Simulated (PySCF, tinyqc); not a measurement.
Worked calculation: RKS/PBE in the sto-3g basis, for CH+, spin multiplicity 1. The lowest restricted solution is unstable here: a spin-polarised one lies 0.0034 hartree lower (PySCF). Computed by tinyqc, a small Python program that keeps every step (integrals from PySCF). Settings: charge = 1, multiplicity = 1, basis = sto-3g, energy threshold = 1e-09, iteration cap = 70, orthogonalisation = canonical, start = Wolfsberg-Helmholz matrix, DIIS depth = 4, shift = 0.5, method = RKS, functional = pbe,pbe, grid = [30, 14]. Command: `OMP_NUM_THREADS=1 python tinyqc.py 21544 21545 out.jsonl` (the two numbers bound the seeds that draw the settings). One thread of a shared host (Intel(R) Xeon(R) Processor @ 2.60GHz), about 0.7 s of CPU time with the checks. Later iterations appear only in the table of the cycle.

## One-electron integrals

Geometry (angstrom):
```
atom        x        y        z
C     0.00000  0.00000  0.00000
H     0.00000  0.00000  1.73300
```

Basis sto-3g: exponents (1/bohr^2) and contraction coefficients of normalised primitives:
```
element  l (shell)  exponent  coefficient
C            s (1)  71.61684      0.15433
C            s (1)  13.04510      0.53533
C            s (1)   3.53051      0.44463
C            s (2)   2.94125     -0.09997
C            s (2)   0.68348      0.39951
C            s (2)   0.22229      0.70012
C            p (3)   2.94125      0.15592
C            p (3)   0.68348      0.60768
C            p (3)   0.22229      0.39196
H            s (1)   3.42525      0.15433
H            s (1)   0.62391      0.53533
H            s (1)   0.16886      0.44463
```

Overlap, kinetic and nuclear-attraction integrals over the contracted functions; the nuclear repulsion is the sum of Za Zb / Rab.

nuclear repulsion = 1.8321196 hartree

overlap S, lower triangle:
```
          1C 1s    1C 2s   1C 2px   1C 2py   1C 2pz    2H 1s
1C 1s   1.00000
1C 2s   0.24836  1.00000
1C 2px  0.00000  0.00000  1.00000
1C 2py  0.00000  0.00000  0.00000  1.00000
1C 2pz  0.00000  0.00000  0.00000  0.00000  1.00000
2H 1s   0.01468  0.20039  0.00000  0.00000  0.23310  1.00000
```

kinetic energy T (hartree), lower triangle:
```
           1C 1s     1C 2s   1C 2px   1C 2py   1C 2pz    2H 1s
1C 1s   15.89112
1C 2s   -0.08589   0.47225
1C 2px   0.00000   0.00000  1.47773
1C 2py   0.00000   0.00000  0.00000  1.47773
1C 2pz   0.00000   0.00000  0.00000  0.00000  1.47773
2H 1s   -0.00412  -0.00352  0.00000  0.00000  0.03424  0.76003
```

nuclear attraction V (hartree), lower triangle:
```
            1C 1s     1C 2s    1C 2px    1C 2py    1C 2pz     2H 1s
1C 1s   -33.95809
1C 2s    -4.26807  -5.49482
1C 2px    0.00000   0.00000  -5.43912
1C 2py    0.00000   0.00000   0.00000  -5.43912
1C 2pz   -0.00670  -0.07757   0.00000   0.00000  -5.48120
2H 1s    -0.25613  -0.78804   0.00000   0.00000  -0.82912  -3.05613
```

core Hamiltonian H = T + V (hartree), lower triangle:
```
            1C 1s     1C 2s    1C 2px    1C 2py    1C 2pz     2H 1s
1C 1s   -18.06697
1C 2s    -4.35396  -5.02257
1C 2px    0.00000   0.00000  -3.96139
1C 2py    0.00000   0.00000   0.00000  -3.96139
1C 2pz   -0.00670  -0.07757   0.00000   0.00000  -4.00347
2H 1s    -0.26025  -0.79156   0.00000   0.00000  -0.79488  -2.29610
```

## Two-electron integrals

Functions are numbered as in S; the eight-fold symmetry (ij|kl) = (ji|kl) = (kl|ij) leaves the list below.

Two-electron integrals (ij|kl) in chemists' order, unique and non-zero (hartree):
```
(11|11) 3.54195   (21|11) 0.57692   (21|21) 0.11189   (22|11) 0.85468
(22|21) 0.20528   (22|22) 0.62471   (31|31) 0.02030   (32|31) 0.03086
(32|32) 0.13800   (33|11) 0.85244   (33|21) 0.20534   (33|22) 0.62457
(33|33) 0.67283   (41|41) 0.02030   (42|41) 0.03086   (42|42) 0.13800
(43|43) 0.03627   (44|11) 0.85244   (44|21) 0.20534   (44|22) 0.62457
(44|33) 0.60030   (44|44) 0.67283   (51|51) 0.02030   (52|51) 0.03086
(52|52) 0.13800   (53|53) 0.03627   (54|54) 0.03627   (55|11) 0.85244
(55|21) 0.20534   (55|22) 0.62457   (55|33) 0.60030   (55|44) 0.60030
(55|55) 0.67283   (61|11) 0.03424   (61|21) 0.00660   (61|22) 0.01211
(61|33) 0.01207   (61|44) 0.01207   (61|51) 0.00038   (61|52) 0.00072
(61|55) 0.01217   (61|61) 0.00040   (62|11) 0.11056   (62|21) 0.02705
(62|22) 0.09479   (62|33) 0.09237   (62|44) 0.09237   (62|51) 0.00251
(62|52) 0.01975   (62|55) 0.09951   (62|61) 0.00166   (62|62) 0.02222
(63|31) 0.00233   (63|32) 0.01340   (63|53) 0.00356   (63|63) 0.00223
(64|41) 0.00233   (64|42) 0.01340   (64|54) 0.00356   (64|64) 0.00223
(65|11) 0.10940   (65|21) 0.02705   (65|22) 0.10031   (65|33) 0.09574
(65|44) 0.09574   (65|51) 0.00432   (65|52) 0.03146   (65|55) 0.10933
(65|61) 0.00171   (65|62) 0.02769   (65|65) 0.03608   (66|11) 0.30488
(66|21) 0.07569   (66|22) 0.30211   (66|33) 0.28999   (66|44) 0.28999
(66|51) 0.00659   (66|52) 0.07318   (66|55) 0.32601   (66|61) 0.00465
(66|62) 0.10176   (66|65) 0.13919   (66|66) 0.77461
```

## Orthogonalisation

S = U s U^T; canonical form X = U s^(-1/2), so that X^T S X = 1. Each column of U has its largest component positive (the first on a tie).

eigenvalues of S: 0.64562  0.83263  1.00000  1.00000  1.15343  1.36831

X:
```
               1         2         3        4         5        6
1C 1s   -0.49863   0.64485   0.00000  0.00000  -0.51926  0.36494
1C 2s    0.75372  -0.40744   0.00000  0.00000  -0.34328  0.51228
1C 2px   0.00000   0.00000  -0.18273  0.98316   0.00000  0.00000
1C 2py   0.00000   0.00000   0.98316  0.18273   0.00000  0.00000
1C 2pz   0.47023   0.63918   0.00000  0.00000   0.57841  0.30963
2H 1s   -0.71487  -0.45893   0.00000  0.00000   0.38072  0.48923
```

Within a degenerate level the vectors are fixed only up to a rotation; this is one choice.

## Starting guess

The start is the generalised Wolfsberg-Helmholz matrix (K = 1.75) built on H; D = 2 C_occ C_occ^T.

D at the start, lower triangle:
```
           1C 1s    1C 2s   1C 2px   1C 2py   1C 2pz    2H 1s
1C 1s    1.98925
1C 2s   -0.02877  0.37617
1C 2px   0.00000  0.00000  1.21915
1C 2py   0.00000  0.00000  0.97569  0.78085
1C 2pz  -0.20005  0.68882  0.00000  0.00000  1.27226
2H 1s   -0.07429  0.20763  0.00000  0.00000  0.38452  0.11631
```

## Iteration 1: exchange-correlation on the grid

Becke grid with 30 radial and 14 angular points per atom, points of zero weight dropped. rho = sum D_ij phi_i phi_j; V_xc,ij = sum w v_xc phi_i phi_j plus the gradient terms; v_xc is d(rho eps)/d rho at fixed gradient.

The 8 grid points with the largest w rho, of 834 (bohr, atomic units):
```
x                y        z        w      rho  |grad rho|^2    eps_xc      v_xc
-0.85488  -0.85488  0.85488  0.57597  0.15861       0.09813  -0.46352  -0.57896
0.85488    0.85488  0.85488  0.57597  0.15861       0.09813  -0.46352  -0.57896
-0.70325  -0.70325  0.70325  0.34135  0.25379       0.17061  -0.53084  -0.68269
0.70325    0.70325  0.70325  0.34135  0.25379       0.17061  -0.53084  -0.68269
-1.02865  -1.02865  1.02865  0.93604  0.08239       0.03782  -0.38880  -0.45462
1.02865    1.02865  1.02865  0.93604  0.08239       0.03782  -0.38880  -0.45462
0.00000    0.00000  1.48070  0.45336  0.16736       0.08080  -0.46831  -0.59549
0.00000    0.00000  1.21806  0.29450  0.25456       0.14331  -0.53053  -0.68551
```

electrons on the grid, sum of w rho = 5.98861

E_xc = sum of w rho eps_xc = -5.2084687 hartree

V_xc (hartree), lower triangle:
```
           1C 1s     1C 2s    1C 2px    1C 2py    1C 2pz     2H 1s
1C 1s   -2.27045
1C 2s   -0.31902  -0.50473
1C 2px   0.00000   0.00000  -0.50862
1C 2py   0.00000   0.00000  -0.06202  -0.47970
1C 2pz  -0.00597  -0.06413   0.00000   0.00000  -0.51348
2H 1s   -0.01934  -0.07960   0.00000   0.00000  -0.08830  -0.29404
```

## Iteration 1: building the Kohn-Sham matrix

J_ij = sum D_kl (ij|kl); F = H + J + V_xc; E = tr D H + tr D J / 2 + E_xc + E_nn.

Coulomb J (hartree), lower triangle:
```
           1C 1s    1C 2s   1C 2px   1C 2py   1C 2pz    2H 1s
1C 1s   10.28393
1C 2s    1.93019  4.11695
1C 2px   0.00000  0.00000  4.11551
1C 2py   0.00000  0.00000  0.07077  4.08372
1C 2pz   0.03946  0.21856  0.00000  0.00000  4.13696
2H 1s    0.11525  0.63369  0.00000  0.00000  0.68116  2.04741
```

Kohn-Sham matrix F (hartree), lower triangle:
```
            1C 1s     1C 2s    1C 2px    1C 2py    1C 2pz     2H 1s
1C 1s   -10.05349
1C 2s    -2.74278  -1.41034
1C 2px    0.00000   0.00000  -0.35449
1C 2py    0.00000   0.00000   0.00875  -0.35737
1C 2pz    0.02680   0.07686   0.00000   0.00000  -0.37999
2H 1s    -0.16433  -0.23746   0.00000   0.00000  -0.20201  -0.54273
```

total energy of this density = -36.8457615 hartree

## Iteration 1: diagonalisation and new density

A level shift of 0.5 hartree raises the virtual space: F + shift (S - S D(s) S), with D(s) the density of one spin (D/2). Diagonalise F' = X^T F X, C = X C', fill 3 alpha and 3 beta electrons from the bottom; D = 2 C_occ C_occ^T. Each column has its largest component positive (the first on a tie).

F' = X^T F X (hartree), lower triangle:
```
          1         2         3         4         5         6
1  -0.90059
2   1.74642  -2.77635
3   0.00000   0.00000   0.02835
4   0.00000   0.00000  -0.20030  -0.24022
5  -1.88566   3.16782   0.00000   0.00000  -3.90305
6   1.41862  -2.63013   0.00000   0.00000   2.96252  -3.01660
```

orbital energies (hartree): MO1 -10.06050, MO2 -0.52683, MO3 -0.34708, MO4 -0.17241, MO5 0.13522, MO6 0.16315

coefficients C:
```
             MO1       MO2      MO3       MO4       MO5       MO6
1C 1s    0.99242  -0.16241  0.00000  -0.22667   0.00000   0.06801
1C 2s    0.02914   0.56999  0.00000   0.83201   0.00000  -0.31046
1C 2px   0.00000   0.00000  0.78142   0.00000  -0.62401   0.00000
1C 2py   0.00000   0.00000  0.62401   0.00000   0.78142   0.00000
1C 2pz  -0.00239   0.53565  0.00000  -0.55607   0.00000  -0.68115
2H 1s   -0.00335   0.44435  0.00000  -0.23869   0.00000   0.92278
```

D after iteration 1, lower triangle:
```
           1C 1s    1C 2s   1C 2px   1C 2py   1C 2pz    2H 1s
1C 1s    2.02256
1C 2s   -0.12731  0.65147
1C 2px   0.00000  0.00000  1.22123
1C 2py   0.00000  0.00000  0.97522  0.77877
1C 2pz  -0.17873  0.61049  0.00000  0.00000  0.57385
2H 1s   -0.15099  0.50635  0.00000  0.00000  0.47605  0.39492
```

## Iteration 2: exchange-correlation on the grid

As before.

The 8 grid points with the largest w rho, of 834 (bohr, atomic units):
```
x                y        z        w      rho  |grad rho|^2    eps_xc      v_xc
-0.85488  -0.85488  0.85488  0.57597  0.14895       0.08508  -0.45476  -0.56742
0.85488    0.85488  0.85488  0.57597  0.14895       0.08508  -0.45476  -0.56742
-0.70325  -0.70325  0.70325  0.34135  0.23734       0.14877  -0.52008  -0.66816
0.70325    0.70325  0.70325  0.34135  0.23734       0.14877  -0.52008  -0.66816
-1.02865  -1.02865  1.02865  0.93604  0.07819       0.03262  -0.38224  -0.44786
1.02865    1.02865  1.02865  0.93604  0.07819       0.03262  -0.38224  -0.44786
-0.57171  -0.57171  0.57171  0.19537  0.33305       0.22246  -0.57590  -0.74782
0.57171    0.57171  0.57171  0.19537  0.33305       0.22246  -0.57590  -0.74782
```

electrons on the grid, sum of w rho = 5.98752

E_xc = sum of w rho eps_xc = -5.1610745 hartree

V_xc (hartree), lower triangle:
```
           1C 1s     1C 2s    1C 2px    1C 2py    1C 2pz     2H 1s
1C 1s   -2.27063
1C 2s   -0.31563  -0.48115
1C 2px   0.00000   0.00000  -0.49914
1C 2py   0.00000   0.00000  -0.06856  -0.47288
1C 2pz  -0.00640  -0.08268   0.00000   0.00000  -0.45883
2H 1s   -0.01912  -0.08213   0.00000   0.00000  -0.09381  -0.37017
```

## Iteration 2: building the Kohn-Sham matrix

As before.

Coulomb J (hartree), lower triangle:
```
           1C 1s    1C 2s   1C 2px   1C 2py   1C 2pz    2H 1s
1C 1s   10.09393
1C 2s    1.88166  3.99805
1C 2px   0.00000  0.00000  4.00794
1C 2py   0.00000  0.00000  0.07074  3.97584
1C 2pz   0.03956  0.23610  0.00000  0.00000  3.99534
2H 1s    0.11237  0.63210  0.00000  0.00000  0.68765  2.18831
```

Kohn-Sham matrix F (hartree), lower triangle:
```
            1C 1s     1C 2s    1C 2px    1C 2py    1C 2pz     2H 1s
1C 1s   -10.24367
1C 2s    -2.78793  -1.50567
1C 2px    0.00000   0.00000  -0.45259
1C 2py    0.00000   0.00000   0.00218  -0.45843
1C 2pz    0.02646   0.07584   0.00000   0.00000  -0.46695
2H 1s    -0.16700  -0.24160   0.00000   0.00000  -0.20104  -0.47795
```

total energy of this density = -37.0520854 hartree

## Iteration 2: DIIS over 2 matrices

error matrix X^T (FDS - SDF) X:
```
         1         2        3         4         5         6
1  0.00000  -0.04985  0.00000   0.00000  -0.07221  -0.01275
2  0.04985   0.00000  0.00000   0.00000   0.12520   0.16374
3  0.00000   0.00000  0.00000  -0.00473   0.00000   0.00000
4  0.00000   0.00000  0.00473   0.00000   0.00000   0.00000
5  0.07221  -0.12520  0.00000   0.00000   0.00000   0.14785
6  0.01275  -0.16374  0.00000   0.00000  -0.14785   0.00000
```

B (overlaps of the stored error matrices):
```
               1              2
1  3.2593353e-01  1.3945796e-01
2  1.3945796e-01  1.4445953e-01
```

Minimise |sum c_i e_i|^2 with sum c_i = 1: solve [B -1; -1 0][c; lambda] = [0; -1] with B_ij = tr e_i^T e_j, and take F = sum c_i F_i.

DIIS coefficients: 0.02612  0.97388

extrapolated F (hartree), lower triangle:
```
            1C 1s     1C 2s    1C 2px    1C 2py    1C 2pz     2H 1s
1C 1s   -10.23870
1C 2s    -2.78675  -1.50318
1C 2px    0.00000   0.00000  -0.45002
1C 2py    0.00000   0.00000   0.00235  -0.45579
1C 2pz    0.02647   0.07587   0.00000   0.00000  -0.46468
2H 1s    -0.16693  -0.24149   0.00000   0.00000  -0.20107  -0.47964
```

## Iteration 2: diagonalisation and new density

As before.

F' = X^T F X (hartree), lower triangle:
```
          1         2         3         4         5         6
1  -0.92266
2   1.84836  -2.87533
3   0.00000   0.00000  -0.06723
4   0.00000   0.00000  -0.20649  -0.33859
5  -1.90286   3.24144   0.00000   0.00000  -3.93713
6   1.40355  -2.57804   0.00000   0.00000   3.04764  -3.15752
```

orbital energies (hartree): MO1 -10.24557, MO2 -0.66151, MO3 -0.44998, MO4 -0.18958, MO5 0.04417, MO6 0.20402

coefficients C:
```
             MO1       MO2      MO3       MO4       MO5       MO6
1C 1s    0.99268  -0.21447  0.00000   0.17462   0.00000   0.07337
1C 2s    0.02818   0.76082  0.00000  -0.65287   0.00000  -0.32936
1C 2px   0.00000   0.00000  0.77852   0.00000  -0.62762   0.00000
1C 2py   0.00000   0.00000  0.62762   0.00000   0.77852   0.00000
1C 2pz  -0.00224   0.32457  0.00000   0.65920   0.00000  -0.72125
2H 1s   -0.00306   0.40865  0.00000   0.38204   0.00000   0.89051
```

D after iteration 2, lower triangle:
```
           1C 1s    1C 2s   1C 2px   1C 2py   1C 2pz    2H 1s
1C 1s    2.06282
1C 2s   -0.27039  1.15929
1C 2px   0.00000  0.00000  1.21219
1C 2py   0.00000  0.00000  0.97723  0.78781
1C 2pz  -0.14367  0.49375  0.00000  0.00000  0.21070
2H 1s   -0.18136  0.62164  0.00000  0.00000  0.26528  0.33400
```

## Convergence

Stop when the energy changes by less than 1e-09 hartree and every element of the error matrix X^T (F D S - S D F) X is below 9e-06.

Course of the cycle:
```
iteration  E (hartree)     change  largest element of the error matrix
1          -36.8457615          -                             2.56e-01
2          -37.0520854  -2.06e-01                             1.64e-01
3          -37.2015502  -1.49e-01                             1.33e-01
4          -37.1707286   3.08e-02                             1.68e-01
5          -37.1150690   5.57e-02                             2.73e-01
6          -37.0756142   3.95e-02                             3.32e-01
7          -37.2038185  -1.28e-01                             1.87e-01
8          -37.2264494  -2.26e-02                             1.48e-01
9          -37.2433882  -1.69e-02                             1.08e-01
10         -37.2549927  -1.16e-02                             7.94e-02
11         -37.2614138  -6.42e-03                             5.62e-02
12         -37.2651515  -3.74e-03                             3.88e-02
13         -37.2670837  -1.93e-03                             2.71e-02
14         -37.2680238  -9.40e-04                             1.91e-02
...                ...        ...                                  ...
57         -37.4688839  -2.05e-02                             1.42e-01
58         -37.4920980  -2.32e-02                             8.93e-02
59         -37.5005991  -8.50e-03                             6.18e-02
60         -37.5047647  -4.17e-03                             4.14e-02
61         -37.5067717  -2.01e-03                             2.69e-02
62         -37.5076304  -8.59e-04                             1.87e-02
63         -37.5080919  -4.61e-04                             1.26e-02
64         -37.5083346  -2.43e-04                             8.72e-03
65         -37.5084752  -1.41e-04                             6.21e-03
66         -37.5085866  -1.11e-04                             4.33e-03
67         -37.5086531  -6.66e-05                             4.32e-03
68         -37.5087024  -4.92e-05                             3.61e-03
69         -37.5087360  -3.36e-05                             3.39e-03
70         -37.5087595  -2.36e-05                             3.36e-03
```

PySCF RKS in the same basis, fine grid = -37.5135513 hartree

Not converged within the cap of 70 iterations: the residual falls steadily but slowly, by a factor of about 0.77 a step. Reruns (cap 100 unless said): DIIS 8: converged in 8; damping 0.5: not converged; level shift 0.5: not converged; atomic densities as start, DIIS 8: converged in 8; the original settings with a cap of 400: converged in 119.
